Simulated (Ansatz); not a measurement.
Geometry optimisation, Ansatz 0.2.0, RKS B3LYP-D4/6-31G*.

input.yaml

```yaml
crystal:
  periodic: [false, false, false]
  atoms:
    - { symbol: O, position_ang: [0.04547, -0.57217, 0.97464] }
    - { symbol: C, position_ang: [0.57802, 0.25738, -0.18912] }
    - { symbol: Na, position_ang: [-1.05434, 2.22668, -0.37083] }
    - { symbol: H, position_ang: [0.0964, -1.49182, 0.70572] }
    - { symbol: H, position_ang: [0.33445, -0.42007, -1.12041] }
total_charge: -1
basis:
  gaussian: { orbitals: "6-31G*" }
hamiltonian:
  xc: b3lyp
  dispersion: d4
relax:
  f_tol: 0.015
  max_steps: 40
```

Launched with:

```bash
$ ansatz run input.yaml --threads 1 --pin off --max-ram 2048MiB --backend cpu --events-out ev --progress --plain --runs-dir out
```

Task: Where does it end, and by what steps?

Result: The run converged. Limits of this set-up: an anion without diffuse functions, the dipole of an ion depends on the origin. After 14 steps the energy has fallen by 0.358 eV; O1 moved furthest, 0.34 Å.

```csv
step,energy less start (eV),largest force component (eV/Å),accepted
0,0.0000,1.643,yes
1,-0.0622,3.000,yes
2,-0.1966,1.908,yes
3,-0.3084,0.874,yes
4,-0.2687,1.556,no
5,-0.3279,0.116,yes
6,-0.3289,0.033,yes
7,-0.3302,0.036,yes
8,-0.3319,0.058,yes
9,-0.3423,0.179,yes
10,-0.3277,0.486,no
11,-0.3563,0.062,yes
12,-0.3576,0.035,yes
13,-0.3581,0.017,yes
14,-0.3582,0.005,yes
```

```xyz
5
Properties=species:S:1:pos:R:3
O 0.370 -0.682 0.942
C 0.745 0.145 -0.080
Na -1.243 2.273 -0.494
H -0.209 -1.415 0.653
H 0.337 -0.321 -1.021
```

Whether the end is a true minimum wasn't checked by a vibrational analysis.

Run time: 17 s on 1 CPU thread of a shared host.
